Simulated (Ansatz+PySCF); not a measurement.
Results of a calculation; reference values are marked as such.
A run of PySCF 2.14.0 on singlet LiH at this shape:

```xyz
2

Li    0.0039   -0.0027   -0.4083
H    -0.0091   -0.0012    1.2024
```

Its results:

- Converged: yes
- Reference energy: -7.97868 hartree
- CCSD correlation energy: -0.02919 hartree
- Triples correction: -0.00003 hartree
- Total energy: -8.00789 hartree

Problem. Which input gives this output? Name the method, the orbitals and the basis set, and write the input.

Solution. RHF-CCSD(T) in def2-SVP. An unrestricted run that stays on the closed shell gives the same numbers.

```python
from pyscf import gto, scf, cc

mol = gto.M(atom="""
Li 0.003870 -0.002720 -0.408270
H -0.009100 -0.001210 1.202350
""", basis='def2-svp', charge=0, spin=0)
mf = scf.RHF(mol)
mf.kernel()
mycc = cc.CCSD(mf, frozen=None).run()
et = mycc.ccsd_t()
print(mf.e_tot, mycc.e_corr, et, mycc.e_tot + et)
```
